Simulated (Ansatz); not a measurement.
Basis-set series for CH₂AlN (`[CH]1=[N][AlH]1`). The species carries charge 0 and has multiplicity 1. Geometry: relaxed with PBE0-D4/def2-TZVP.

```tsv
functional	basis	functions	energy (Eh)	HOMO (eV)	LUMO (eV)
PBE0-D4	def2-SVP	56	-336.03208	-5.54	-1.07
PBE0-D4	def2-TZVPP	132	-336.22587	-5.59	-1.20
ωB97M-V	def2-SVP	56	-336.20756	-7.65	0.65
ωB97M-V	def2-TZVPP	132	-336.40436	-7.73	0.42
```

Problem. Give the rows for def2-QZVPP. (Best estimate.)

Solution. Computed: 
```csv
functional,basis,functions,energy (Eh),HOMO (eV),LUMO (eV)
PBE0-D4,def2-QZVPP,244,-336.23883,-5.62,-1.27
ωB97M-V,def2-QZVPP,244,-336.41692,-7.76,0.17
```

Positive LUMOs are unbound and depend on the basis.
